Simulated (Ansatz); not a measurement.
# C2HFO2: the cost of one run

All numbers below are computed with Ansatz 0.2.0 (RKS PBE-D4/def2-SVP).

## 1. Starting point

Bond lengths: O1–C2 1.205 Å, C2–O3 1.281 Å, C2–C4 1.418 Å, O3–C4 1.443 Å, C4–F5 1.408 Å, C4–H6 1.085 Å. Angles: O1–C2–O3 144.2°, O1–C2–C4 151.1°, O3–C2–C4 64.4°, C2–O3–C4 62.4°, C2–C4–O3 53.2°, C2–C4–F5 117.6°, C2–C4–H6 121.4°, O3–C4–F5 117.3°, O3–C4–H6 124.2°, F5–C4–H6 111.7°.

Coordinates:

```xyz
6

O    -0.6878   -1.8478    0.1375
C    -0.0457   -0.8388   -0.0074
O     1.1275   -0.3783   -0.2357
C     0.0837    0.5718    0.0631
F    -0.4271    1.3277   -1.0097
H    -0.0084    1.1013    1.0061
```

## 2. End point A

input.yaml reads:

```yaml
crystal:
  periodic: [false, false, false]
  atoms:
    - { symbol: O, position_ang: [-0.6878, -1.8478, 0.1375] }
    - { symbol: C, position_ang: [-0.0457, -0.8388, -0.0074] }
    - { symbol: O, position_ang: [1.1275, -0.3783, -0.2357] }
    - { symbol: C, position_ang: [0.0837, 0.5718, 0.0631] }
    - { symbol: F, position_ang: [-0.4271, 1.3277, -1.0097] }
    - { symbol: H, position_ang: [-0.0084, 1.1013, 1.0061] }
basis:
  gaussian: { orbitals: def2-SVP }
hamiltonian:
  xc: pbe
  dispersion: d4
relax:
  f_tol: 0.02
  max_steps: 50
```

Run with:

```
ansatz run input.yaml --threads 1 --pin off --max-ram 2048MiB --backend cpu --events-out ev --progress --plain --runs-dir out
```

Q: Estimate wall time and peak memory on 1 thread of Arm Neoverse V2, shared host.

About 12 s, with a peak of 0.13 GiB.
